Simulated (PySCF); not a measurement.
A structure optimised at PBE-D3(BJ)/def2-SVP, used in a PySCF frequency run:

```xyz
4

Al     0.0000     0.0000     0.0000
Cl     2.0924     0.0000     0.0000
Cl    -1.0462    -1.8120     0.0000
Cl    -1.0462     1.8120     0.0000
```

Question: Write its SMILES, formula and point group.

Answer: [Cl][Al]([Cl])[Cl], AlCl3, D3h

Question: What are its rotational constants (standard atomic weights)?

Answer: 2.1709, 2.1709, 1.0854 GHz
